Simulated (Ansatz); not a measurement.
**AlH2ClO (SMILES [OH][AlH][Cl]) at 6 levels**

We compute a comparison of 6 runs (HSE06/STO-3G, PBE/STO-3G, UPBE/STO-3G, r2SCAN0/STO-3G, CCSDT(Q)/STO-3G, CCSDT/STO-3G) of AlH2ClO. 

The results are computed with Ansatz 0.2.0.

77 further runs of the same task are left out: 5 that didn't finish, 72 set aside as unsound or not needed.

### 1 The molecule

The species is AlH2ClO (5 atoms), meant as a singlet with charge 0. SMILES: `[OH][AlH][Cl]`. The Cl3–Al2 distance was set to 5.240 Å, away from the relaxed value. At this shape a bond of the SMILES string is far longer than usual.

Bond lengths: O1–Al2 1.684 Å, O1–H4 0.956 Å, Al2–H5 1.563 Å. Angles: O1–Al2–H5 119.3°, Al2–O1–H4 124.3°.

### 2 The energy at HSE06/STO-3G (run 1)

run.yaml reads:

```yaml
crystal:
  periodic: [false, false, false]
  atoms:
    - {symbol: O, position_ang: [-2.135945, 3.236337, -1.302346]}
    - {symbol: Al, position_ang: [-0.594845, 3.050337, -0.650446]}
    - {symbol: Cl, position_ang: [1.114900, -1.725400, 0.662800]}
    - {symbol: H, position_ang: [-2.745345, 2.516337, -1.457446]}
    - {symbol: H, position_ang: [0.307655, 4.310437, -0.445746]}
basis:
  gaussian: {orbitals: STO-3G}
hamiltonian: {xc: {name: HSE06}}
accuracy: high
```

On the command line:

```console
$ ansatz run run.yaml --threads 1 --pin off --max-ram 2610MiB --events-out events.jsonl --progress --plain --runs-dir runs
```

The log of the run:

```text
Warning: RAYON_NUM_THREADS=1 ignored (pool sized by the plan → 1); use --threads N
Functional definition: HSE06
  name "HSE06"
  parameter a = 0.25
  parameter omega = 0.11/bohr
  exchange = pbe_x - a*pbe_x_sr(omega) + a*exact_x_sr(omega)
  correlation = pbe_c
401 factors; integrals over basis functions are off by at most 3.6e-8 eV
79 factors; integrals over basis functions are off by at most 6.6e-10 eV
mean field evaluation 1: about -20937.2955 eV, gradient 2.8e1 eV
mean field evaluation 2: about -20820.5976 eV, gradient 4.1e1 eV
mean field evaluation 4: about -20939.9717 eV, gradient 7.7e0 eV
mean field evaluation 8: about -20922.0203 eV, gradient 1.2e1 eV
mean field evaluation 16: about -20942.0276 eV, gradient 4.2e-3 eV
mean field evaluation 32: about -20922.0433 eV, gradient 1.1e1 eV
mean field evaluation 64: about -20942.0277 eV, gradient 5.4e-2 eV
mean field -20942.02823032 eV, -769.6053424477 hartree, gradient 1.9e-8 eV, S^2 0.000000; 4 other end points of the search recorded, 0 dependent functions left out
reference -20942.02823276 eV, -769.6053425374 hartree; 20, 20 occupied and 5, 5 virtual orbitals, 401 factors
Total energy: -20942.02823276 eV, -769.6053425374 hartree
```

It took 1.5 s on 1 thread of AMD EPYC 9R45 (Zen 5), shared host.

### 3 A single-point energy at PBE/STO-3G (run 2)

input.yaml reads:

```yaml
crystal:
  periodic: [false, false, false]
  atoms:
    - {symbol: O, position_ang: [-2.135945, 3.236337, -1.302346]}
    - {symbol: Al, position_ang: [-0.594845, 3.050337, -0.650446]}
    - {symbol: Cl, position_ang: [1.114900, -1.725400, 0.662800]}
    - {symbol: H, position_ang: [-2.745345, 2.516337, -1.457446]}
    - {symbol: H, position_ang: [0.307655, 4.310437, -0.445746]}
basis:
  gaussian:
    orbitals: STO-3G
hamiltonian:
  xc: {name: PBE}
accuracy: high
```

On the command line:

```console
$ ansatz run input.yaml --threads 1 --pin off --max-ram 2610MiB --events-out events.jsonl --progress --plain --runs-dir runs
```

The log of the run:

```text
Warning: RAYON_NUM_THREADS=1 ignored (pool sized by the plan → 1); use --threads N
Functional definition: PBE
  name "PBE"
  parameter kappa = 0.804
  parameter beta = 0.06672455060314922
  exchange = pbe_x(kappa = kappa, mu = beta*pi^2/3)
  correlation = pbe_c(beta = beta)
401 factors; integrals over basis functions are off by at most 3.6e-8 eV
mean field evaluation 1: about -20933.6490 eV, gradient 3.1e1 eV
mean field evaluation 2: about -20643.4041 eV, gradient 5.0e1 eV
mean field evaluation 4: about -20936.9274 eV, gradient 1.0e1 eV
mean field evaluation 8: about -20919.1963 eV, gradient 1.2e1 eV
mean field evaluation 16: about -20939.8336 eV, gradient 2.1e-2 eV
mean field evaluation 32: about -20934.6446 eV, gradient 2.8e1 eV
mean field evaluation 64: about -20939.8326 eV, gradient 3.3e-4 eV
mean field -20939.83473190 eV, -769.5247328674 hartree, gradient 5.3e-8 eV, S^2 0.000000; 4 other end points of the search recorded, 0 dependent functions left out
reference -20939.83473434 eV, -769.5247329571 hartree; 20, 20 occupied and 5, 5 virtual orbitals, 401 factors
Total energy: -20939.83473434 eV, -769.5247329571 hartree
```

It took 1.6 s on 1 thread of AMD EPYC 9R45 (Zen 5), shared host.

Run 3 isn't shown in full; the table further down has it.

### 4 The energy at r2SCAN0/STO-3G (run 4)

job.yaml reads:

```yaml
crystal:
  periodic: [false, false, false]
  atoms:
    - {symbol: O, position_ang: [-2.135945, 3.236337, -1.302346]}
    - {symbol: Al, position_ang: [-0.594845, 3.050337, -0.650446]}
    - {symbol: Cl, position_ang: [1.114900, -1.725400, 0.662800]}
    - {symbol: H, position_ang: [-2.745345, 2.516337, -1.457446]}
    - {symbol: H, position_ang: [0.307655, 4.310437, -0.445746]}
basis:
  gaussian:
    orbitals: STO-3G
hamiltonian:
  xc: {name: r2SCAN0}
accuracy: high
```

On the command line:

```console
$ ansatz run job.yaml --threads 1 --pin off --max-ram 2610MiB --events-out events.jsonl --progress --plain --runs-dir runs
```

The log of the run:

```text
Warning: RAYON_NUM_THREADS=1 ignored (pool sized by the plan → 1); use --threads N
Functional definition: r2SCAN0
  name "r2SCAN0"
[... 1 set-up line as earlier in the session ...]
  parameter k0 = 0.174
  parameter k1 = 0.065
  parameter a1 = 4.9479
  exchange = (1 - a)*r2scan_x(k0 = k0, k1 = k1, a1 = a1) + a*exact_x
  correlation = r2scan_c
401 factors; integrals over basis functions are off by at most 3.6e-8 eV
mean field evaluation 1: about -20945.3280 eV, gradient 2.6e1 eV
mean field evaluation 2: about -20829.1432 eV, gradient 3.8e1 eV
mean field evaluation 4: about -20947.6850 eV, gradient 8.1e0 eV
mean field evaluation 8: about -20929.5370 eV, gradient 1.2e1 eV
mean field evaluation 16: about -20949.5442 eV, gradient 3.6e-3 eV
mean field evaluation 32: about -20929.6030 eV, gradient 1.1e1 eV
mean field -20949.54442030 eV, -769.8815573349 hartree, gradient 2.4e-8 eV, S^2 0.000000; 4 other end points of the search recorded, 0 dependent functions left out
reference -20949.54442068 eV, -769.8815573488 hartree; 20, 20 occupied and 5, 5 virtual orbitals, 401 factors
Total energy: -20949.54442068 eV, -769.8815573488 hartree
```

Run time: 5.1 s. Hardware: 1 thread of AMD EPYC 9R45 (Zen 5), shared host; peak memory 0.17 GiB.

Run 5 isn't shown in full; the table further down has it.

### 5 A single-point energy at CCSDT/STO-3G (run 6)

run.yaml reads:

```yaml
basis:
  gaussian:
    orbitals: STO-3G
crystal:
  periodic: [false, false, false]
  atoms:
    - symbol: O
      position_ang: [-2.135945, 3.236337, -1.302346]
    - symbol: Al
      position_ang: [-0.594845, 3.050337, -0.650446]
    - symbol: Cl
      position_ang: [1.114900, -1.725400, 0.662800]
    - symbol: H
      position_ang: [-2.745345, 2.516337, -1.457446]
    - symbol: H
      position_ang: [0.307655, 4.310437, -0.445746]
correlation:
  method: ccsdt
  frozen_orbitals: {Al: 5, Cl: 5, H: 0, O: 1}
accuracy: high
scf:
  omitted_lower_state_checks: [cluster_reference, increment]
```

On the command line:

```console
$ ansatz run run.yaml --threads 1 --pin off --max-ram 2610MiB --events-out events.jsonl --progress --plain --runs-dir runs
```

The log of the run:

```text
Warning: RAYON_NUM_THREADS=1 ignored (pool sized by the plan → 1); use --threads N
[... 14 lines left out ...]
11 core orbitals not correlated: weight in the atoms' cores, before any rotation towards them, 1.000 or more for the frozen orbitals, at most 0.000 for the correlated occupied ones
[... 229 lines left out ...]
WARN: these amplitudes may be one of several solutions (largest doubles amplitude 2.68, level shift 10.22 eV)
Total energy: -20914.13712661 eV, -768.5803632917 hartree
Checks for a lower state left out: cluster_reference, increment
```

Run time: 0.96 s. Hardware: 1 thread of AMD EPYC 9R45 (Zen 5), shared host.

### 6 Overview of the runs

```csv
run,level,frozen core orbitals,energy (Eh),wall time
1,HSE06/STO-3G,–,-769.605343,1.5 s
2,PBE/STO-3G,–,-769.524733,1.6 s
3,UPBE/STO-3G,–,-769.535462,9 s
4,r2SCAN0/STO-3G,–,-769.881557,5.1 s
5,CCSDT(Q)/STO-3G,11,-768.579174,0.98 s
6,CCSDT/STO-3G,11,-768.580363,0.96 s
```

### 7 What came out

```
                                           quantity          value
                                run 6: total energy  -768.58036 Eh
run 6: correlation energy (11 core orbitals frozen)     -154.1 mEh
                               run 6: T1 diagnostic          0.325
```

**Reading.** Totals of different functionals can't be ranked against each other. In runs 5, 6 the log says that unrestricted orbitals would lower the reference, so the values rest on an unstable closed-shell determinant (other closed-shell runs at this shape may share the fault). In runs 1, 2, 3, 4, 5, 6 the basis is minimal, so the values are rough. Spin contamination of the reference: run 3 ⟨S²⟩ = 0.58. All runs together took 19 s, the longest 9 s.
